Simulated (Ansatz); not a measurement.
Species: NO2 (charge 0, doublet). SMILES: N([O])=O
Geometry from a B3LYP-D3(BJ)/def2-TZVP (Ansatz, an electronic-structure program) optimisation:
```
N
O 1 1.1906
O 1 1.1906 2 134.41
```
Charge 0, spin multiplicity 2.

Property: enthalpy of formation at 298 K, in kcal/mol. Conventions: 6-311+G** with 5d; UHF or UKS for open shells; LANL2DZ all-electron up to Ne; dispersion terms only where a functional's name holds one; no spin-orbit coupling; 6-31G* and kin with 6d, 5d where marked; non-relativistic. First-principles rows: single points at B3LYP-D3(BJ) geometries (Ansatz), with unscaled harmonic terms from B3LYP/6-31G* at its own minima, enthalpies of formation by atomisation with measured atoms.

Measured values: Active Thermochemical Tables 1.112 (ions: stationary electron), as tabulated in the package chemicals; they hold spin-orbit and core effects, anharmonicity. 

Value to compare with, the measured value: 8.1 kcal/mol.

| level | program | enthalpy of formation at 298 K (kcal/mol) | error |
|---|---|---|---|
| B3LYP/STO-3G | Ansatz | 60.0 | 51.9 |
| B3LYP/3-21G | Ansatz | 59.4 | 51.3 |
| B3LYP/LANL2DZ | Ansatz | 66.3 | 58.2 |
| B3LYP/6-31G | Ansatz | 57.7 | 49.6 |
| B3LYP/6-31G* | Ansatz | 5.7 | -2.4 |
| B3LYP/6-31+G* | Ansatz | 9.1 | 1.0 |
| B3LYP/def2-SVP | Ansatz | -2.9 | -11.0 |
| B3LYP/cc-pVDZ | Ansatz | 5.5 | -2.6 |
| B3LYP/6-311+G** | Ansatz | 9.3 | 1.2 |
| B3LYP/def2-TZVPD | Ansatz | 2.8 | -5.3 |

Among the 9 habitual levels, B3LYP/LANL2DZ lies farthest from the measured value (58.2 kcal/mol); 6 of 9 lie above it, and their mean absolute error is 25.5 kcal/mol, the median 11.0. One case shows no general order.

The sets are all those run for this method; runs whose electronic state is in doubt are left out.
